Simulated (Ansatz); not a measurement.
Relaxed structures of C2H4N (charge -1), singlet (PBE0-D4/def2-TZVPD; forces vanish, vibrations not checked; lower isomers may exist, and structures with a doubtful reference or unclear bonds are left out; Å). Computed with Ansatz 0.2.0 (basis: def2-TZVPPD); correlated methods freeze the cores.

(1) Rank them by CCSD(T) energy, lowest first, and give each one's height above the lowest. Links in brackets join atoms within 1.22 times the sum of their covalent radii (1.1 for two metals). (To be estimated.)
A.
C₂H₄N ([CH3][CH][N]), total charge -1
```
7
angstrom
C -0.5314 0.3374 -0.1753
C 0.7063 -0.4541 0.2896
N 1.0176 -0.7564 1.4421
H -1.1390 -0.2640 -0.8702
H -0.2298 1.2455 -0.7215
H -1.1393 0.6182 0.6917
H 1.3157 -0.7267 -0.6563
```
B.
C₂H₄N ([CH3][C][NH]), total charge -1
```
7
angstrom
C -0.4870 0.3026 -0.1353
C 0.7124 -0.5183 0.3254
N 0.7028 -0.6941 1.6047
H -1.0680 -0.2718 -0.8689
H -0.1398 1.2009 -0.6630
H -1.1511 0.6040 0.7021
H 1.5220 -1.2476 1.8650
```
C.
C₂H₄N ([CH]1[CH2][NH]1), total charge -1
```
7
angstrom
C -0.7187 0.1395 0.0785
C 0.7292 -0.1359 0.3412
N 0.2016 1.2800 0.0557
H -1.2001 -0.1126 -0.8770
H 0.3258 1.5240 -0.9303
H -1.4372 0.1351 0.9046
H 1.1502 -0.5411 -0.6038
```

The T1 diagnostic stays at or below 0.025.

Answers

(1) By the calculation: A (0.000 eV), B (0.325 eV), C (1.811 eV). Heights count from the lowest.

For scale, one of the runs: CCSD(T)/def2-TZVPPD, 179 basis functions, launched by `ansatz run in.yaml --threads 2 --pin off --events-out ev --progress --plain --max-ram 4352MiB`. The run took 45 s on 2 CPU threads of an Arm Neoverse V1 (shared host), with 1.8 GiB of host memory at its peak.
